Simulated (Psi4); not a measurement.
**CF2 (SMILES F[C]F) at 4 levels**

Aim: a comparison of 4 runs (B3LYP/6-31G*, B3LYP/def2-TZVPP, CAM-B3LYP/def2-TZVPP, TPSSh/def2-TZVPP) of CF2. 

The calculation is run with Psi4 1.11.

### 1 The molecule

The species is CF2 (3 atoms), meant as a singlet with charge 0. SMILES: `F[C]F`. The C2–F3 distance was set to 1.944 Å, away from the relaxed value. At this shape a bond of the SMILES string is far longer than usual.

Bond lengths: F1–C2 1.296 Å. A long bond or contact: C2–F3 1.944 Å.

### 2 A single-point energy at B3LYP/6-31G(d) (spherical functions) (run 1)

The input, cf2.py:

```python
import psi4

psi4.set_memory(2200000000)
psi4.set_num_threads(1)
psi4.set_output_file('cf2.out', False)

m = psi4.geometry("""
0 1
F      0.856799     1.138595     0.597549
C      0.922829    -0.151335     0.491099
F     -0.698640    -0.652890    -0.456750
symmetry c1
""")

psi4.set_options({
    'basis': '6-31G*',
    'puream': True,
    'e_convergence': 1e-09,
    'd_convergence': 1e-08,
    'scf_type': 'pk',
    'dft_radial_points': 99,
    'dft_spherical_points': 590,
})

e_tot = psi4.energy("b3lyp")
print(f'b3lyp energy: {e_tot:.10f} Eh')
for k, v in sorted(psi4.core.scalar_variables().items()):
    print(f'{k:45s} {v:18.10f}')
```

The run is started by

```bash
python cf2.py
```

cf2.out:

```text
[...]
  Running in c1 symmetry.
[...]
  Nuclear repulsion =   53.258360607382471
[...]
  Multiplicity = 1
[...]
  Nalpha       = 12
  Nbeta        = 12
[...]
    Number of basis functions: 42
[...]
   @RKS iter   1:  -237.44027471180709   -5.26759e-01   1.36799e-02 ADIIS/DIIS
[...]
   @RKS iter  13:  -237.59459044003529   -3.97904e-13   4.10177e-09 DIIS
[...]
  @RKS Final Energy:  -237.59459044003529
   => Energetics <=
    Nuclear Repulsion Energy =             53.2583606073824711
    One-Electron Energy =                -435.1284128200563828
    Two-Electron Energy =                 165.3659561002026805
    DFT Exchange-Correlation Energy =     -21.0904943275640804
    Empirical Dispersion Energy =           0.0000000000000000
    VV10 Nonlocal Energy =                  0.0000000000000000
    Total Energy =                       -237.5945904400352902
[...]
 Multipole Moments:
 ------------------------------------------------------------------------------------
     Multipole            Electronic (a.u.)      Nuclear  (a.u.)        Total (a.u.)
 ------------------------------------------------------------------------------------
 L = 1.  Multiply by 2.5417464519 to convert [e a0] to [Debye]
 Dipole X            :          0.5621515            0.4265926            0.9887440
 Dipole Y            :          0.8619389           -0.1793409            0.6825980
 Dipole Z            :          0.0000000            0.0000000            0.0000000
 Magnitude           :                                                    1.2014803
[...]
```

The script printed:

```text
b3lyp energy: -237.5945904400 Eh
CURRENT ENERGY                                   -237.5945904400
CURRENT REFERENCE ENERGY                         -237.5945904400
DD SOLVATION ENERGY                                 0.0000000000
DFT FUNCTIONAL TOTAL ENERGY                      -237.5945904400
DFT TOTAL ENERGY                                 -237.5945904400
DFT VV10 ENERGY                                     0.0000000000
DFT XC ENERGY                                     -21.0904943276
GRID ELECTRONS ALPHA                               12.0000001424
GRID ELECTRONS BETA                                12.0000001424
GRID ELECTRONS TOTAL                               24.0000002848
NUCLEAR REPULSION ENERGY                           53.2583606074
ONE-ELECTRON ENERGY                              -435.1284128201
PCM POLARIZATION ENERGY                             0.0000000000
PE ENERGY                                           0.0000000000
SCF ITERATION ENERGY                             -237.5945904400
SCF ITERATIONS                                     13.0000000000
SCF TOTAL ENERGY                                 -237.5945904400
TWO-ELECTRON ENERGY                               165.3659561002
XC GRID RADIAL POINTS                              99.0000000000
XC GRID SPHERICAL POINTS                          590.0000000000
XC GRID TOTAL POINTS                           167944.0000000000
```

Wall time 11 s (1 thread of Intel Xeon at 2.50GHz (Skylake/Cascade Lake), shared host); peak memory 0.4 GiB.

### 3 Energy and forces at B3LYP/def2-TZVPP (run 2)

The input, input.dat:

```
memory 2200 mb

molecule {
  F      0.856799     1.138595     0.597549
  C      0.922829    -0.151335     0.491099
  F     -0.698640    -0.652890    -0.456750
  symmetry c1
  no_reorient
  no_com
}

set puream true
set e_convergence 1e-09
set d_convergence 1e-08
set scf_type pk
set dft_radial_points 99
set dft_spherical_points 590

energy_value = gradient('b3lyp/def2-TZVPP')
```

The run is started by

```bash
psi4 input.dat output.dat -n 1
```

output.dat:

```text
[...]
  Running in c1 symmetry.
[...]
  Nuclear repulsion =   53.258360607382471
[...]
  Multiplicity = 1
[...]
  Nalpha       = 12
  Nbeta        = 12
[...]
    Number of basis functions: 93
[...]
   @RKS iter   1:  -237.57611281118824   -5.42770e-01   6.40309e-03 ADIIS/DIIS
[...]
   @RKS iter  12:  -237.71927138679732   -8.86473e-11   5.84567e-09 DIIS
[...]
    Orbital Energies [Eh]
    ---------------------
    Doubly Occupied:
       1A    -24.857650     2A    -24.633532     3A    -10.463153
       4A     -1.388082     5A     -1.084865     6A     -0.759817
       7A     -0.604234     8A     -0.602580     9A     -0.498163
      10A     -0.362246    11A     -0.359125    12A     -0.350077
[...]
  @RKS Final Energy:  -237.71927138679732
   => Energetics <=
    Nuclear Repulsion Energy =             53.2583606073824711
    One-Electron Energy =                -434.9036409483299508
    Two-Electron Energy =                 164.9887180644060720
    DFT Exchange-Correlation Energy =     -21.0627091102559163
    Empirical Dispersion Energy =           0.0000000000000000
    VV10 Nonlocal Energy =                  0.0000000000000000
    Total Energy =                       -237.7192713867973168
[...]
  -Total Gradient:
     Atom            X                  Y                   Z
    ------   -----------------  -----------------  -----------------
       1        0.004777656777     0.060797824985     0.009359214480
       2        0.060835225933    -0.034229512962     0.029689944474
       3       -0.065612173111    -0.026549270428    -0.039046660652
[...]
```

It took 26 s on 1 thread of Intel Xeon at 2.50GHz (Skylake/Cascade Lake), shared host; peak memory 0.72 GiB.

Run 3 isn't shown in full; the table further down has it.

### 4 Energy and gradient at TPSSh/def2-TZVPP (run 4)

The input, run.py:

```python
import psi4

psi4.set_memory(2200000000)
psi4.set_num_threads(1)
psi4.core.set_output_file('cf2.out', False)

molecule = psi4.geometry("""
F      0.856799     1.138595     0.597549
C      0.922829    -0.151335     0.491099
F     -0.698640    -0.652890    -0.456750
symmetry c1
no_reorient
no_com
""")

psi4.set_options({
    'basis': 'def2-TZVPP',
    'puream': True,
    'e_convergence': 1e-09,
    'd_convergence': 1e-08,
    'scf_type': 'pk',
    'dft_radial_points': 99,
    'dft_spherical_points': 590,
})

e_tot, wfn = psi4.gradient("TPSSH", molecule=molecule, return_wfn=True)
psi4.oeprop(wfn, "WIBERG_LOWDIN_INDICES", "QUADRUPOLE", "DIPOLE", title="TPSSH")
print('gradient / Eh bohr^-1')
print(e_tot.np.round(6))
print(f'energy = {wfn.energy():.10f} Eh')
for k, v in sorted(psi4.core.scalar_variables().items()):
    print(f'{k:45s} {v:18.10f}')
```

The run is started by

```bash
python run.py
```

cf2.out:

```text
[...]
  Running in c1 symmetry.
[...]
  Nuclear repulsion =   53.258360607382471
[...]
  Multiplicity = 1
[...]
  Nalpha       = 12
  Nbeta        = 12
[...]
    Number of basis functions: 93
[...]
   @RKS iter   1:  -237.57625260200106   -5.10516e-01   6.27925e-03 ADIIS/DIIS
[...]
   @RKS iter  12:  -237.71523195589867   -2.75406e-11   3.07582e-09 DIIS
[...]
    Orbital Energies [Eh]
    ---------------------
    Doubly Occupied:
       1A    -24.768716     2A    -24.551018     3A    -10.388327
       4A     -1.354442     5A     -1.058403     6A     -0.728209
       7A     -0.572105     8A     -0.569148     9A     -0.473227
      10A     -0.337875    11A     -0.331159    12A     -0.322474
[...]
  @RKS Final Energy:  -237.71523195589867
   => Energetics <=
    Nuclear Repulsion Energy =             53.2583606073824711
    One-Electron Energy =                -434.9238354192399925
    Two-Electron Energy =                 167.5091935398526743
    DFT Exchange-Correlation Energy =     -23.5589506838938263
    Empirical Dispersion Energy =           0.0000000000000000
    VV10 Nonlocal Energy =                  0.0000000000000000
    Total Energy =                       -237.7152319558986733
[...]
  -Total Gradient:
     Atom            X                  Y                   Z
    ------   -----------------  -----------------  -----------------
       1        0.004950944900     0.054138711142     0.008717453536
       2        0.060148179401    -0.027864577338     0.030016409135
       3       -0.065092352527    -0.026250213466    -0.038727488173
[...]
```

Standard output:

```text
gradient / Eh bohr^-1
[[ 0.004951  0.054139  0.008717]
 [ 0.060148 -0.027865  0.030016]
 [-0.065092 -0.02625  -0.038727]]
energy = -237.7152319559 Eh
CURRENT ENERGY                                   -237.7152319559
CURRENT REFERENCE ENERGY                         -237.7152319559
DD SOLVATION ENERGY                                 0.0000000000
DFT FUNCTIONAL TOTAL ENERGY                      -237.7152319559
DFT TOTAL ENERGY                                 -237.7152319559
DFT VV10 ENERGY                                     0.0000000000
DFT XC ENERGY                                     -23.5589506839
GRID ELECTRONS ALPHA                               12.0000002628
GRID ELECTRONS BETA                                12.0000002628
GRID ELECTRONS TOTAL                               24.0000005256
NUCLEAR REPULSION ENERGY                           53.2583606074
ONE-ELECTRON ENERGY                              -434.9238354192
PCM POLARIZATION ENERGY                             0.0000000000
PE ENERGY                                           0.0000000000
SCF ITERATION ENERGY                             -237.7152319559
SCF ITERATIONS                                     12.0000000000
SCF TOTAL ENERGY                                 -237.7152319559
TWO-ELECTRON ENERGY                               167.5091935399
XC GRID RADIAL POINTS                              99.0000000000
XC GRID SPHERICAL POINTS                          590.0000000000
XC GRID TOTAL POINTS                           170707.0000000000
```

It took 39 s on 1 thread of Intel Xeon at 2.50GHz (Skylake/Cascade Lake), shared host; peak memory 1.3 GiB.

### 5 All runs side by side

| run | level | task | energy (Eh) | dipole moment (D) | HOMO energy (eV) | LUMO energy (eV) | wall time |
| --- | --- | --- | --- | --- | --- | --- | --- |
| 1 | B3LYP/6-31G* (spherical functions) | energy | -237.594590 | 3.05 | -8.71 | -4.20 | 11 s |
| 2 | B3LYP/def2-TZVPP | gradient | -237.719271 | 3.50 | -9.53 | -4.82 | 26 s |
| 3 | CAM-B3LYP/def2-TZVPP | energy | -237.646541 | 3.65 | -11.23 | -3.31 | 21 s |
| 4 | TPSSh/def2-TZVPP | gradient | -237.715232 | 3.41 | -8.77 | -5.01 | 39 s |

### 6 Results

```
                       quantity          value
            run 4: total energy  -237.71523 Eh
           run 4: dipole moment         3.41 D
             run 4: HOMO energy       -8.77 eV
             run 4: LUMO energy       -5.01 eV
           run 4: HOMO–LUMO gap        3.76 eV
run 4: largest force on an atom     4.122 eV/Å
```

The dipole moment (its size) runs from 3.05 D (B3LYP/6-31G*) to 3.65 D (CAM-B3LYP/def2-TZVPP). The two ends differ in method and basis. The HOMO–LUMO gap runs from 3.76 eV (TPSSh/def2-TZVPP) to 7.92 eV (CAM-B3LYP/def2-TZVPP). Totals of different functionals can't be ranked against each other. All runs together took 96 s, the longest 39 s.
